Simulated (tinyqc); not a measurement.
Worked calculation: geometry optimisation on the B3LYP (VWN-RPA form)/sto-3g surface (energies and gradients from PySCF), for BH, spin multiplicity 1. Computed by tinyqc, a small Python program that keeps every step (integrals from PySCF). Settings: charge = 0, multiplicity = 1, basis = sto-3g, functional = b3lyp, optimiser = bfgs, first Hessian = 0.3, largest step = 0.5, iteration cap = 30. Command: `OMP_NUM_THREADS=1 python tinyqc.py 26653 26654 out.jsonl` (the two numbers bound the seeds that draw the settings). One thread of a shared host (Intel(R) Xeon(R) Processor @ 2.60GHz), about 1 s of CPU time with the checks.

## Step 1: energy and gradient

positions at the start (bohr):
```
           x         y         z
1B  0.000000  0.000000  0.000000
2H  0.000000  0.000000  2.273341
```

Self-consistent energy and analytic gradient at these positions.

energy = -24.92299113 hartree

gradient (hartree/bohr):
```
             x           y            z
1B  0.00000000  0.00000000   0.02037414
2H  0.00000000  0.00000000  -0.02037377
```

## Step 1: move

Quasi-Newton step p = -H^(-1) g (first H = 0.3 times the unit matrix); steps longer than 0.5 bohr are cut back.

positions after step 1 (bohr):
```
           x         y          z
1B  0.000000  0.000000  -0.067914
2H  0.000000  0.000000   2.341253
```

## Step 2: energy and gradient

As before.

energy = -24.92336962 hartree

gradient (hartree/bohr):
```
             x           y            z
1B  0.00000000  0.00000000  -0.01307008
2H  0.00000000  0.00000000   0.01307026
```

## Step 2: move

inverse Hessian in use (bohr^2/hartree), lower triangle:
```
          1         2         3         4         5         6
1  3.333333
2  0.000000  3.333333
3  0.000000  0.000000  2.681999
4  0.000000  0.000000  0.000000  3.333333
5  0.000000  0.000000  0.000000  0.000000  3.333333
6  0.000000  0.000000  0.651344  0.000000  0.000000  2.681981
```

Quasi-Newton step p = -H^(-1) g (the inverse Hessian comes from BFGS updates; coordinates in the order x, y, z of each atom); steps longer than 0.5 bohr are cut back.

positions after step 2 (bohr):
```
           x         y          z
1B  0.000000  0.000000  -0.041373
2H  0.000000  0.000000   2.314712
```

## Convergence

Stop when the largest gradient component is below 3e-5 hartree/bohr. The inverse Hessian follows the BFGS update with s = step, y = change of gradient.

Course of the optimisation:
```
step   E (hartree)  largest gradient (hartree/bohr)
1     -24.92299113                         2.04e-02
2     -24.92336962                         1.31e-02
3     -24.92375531                         1.22e-03
4     -24.92375843                         8.41e-05
5     -24.92375845                         6.17e-07
```

Final distances (angstrom):
```
pair   distance
2H-1B  1.244076
```

Converged in 5 steps.
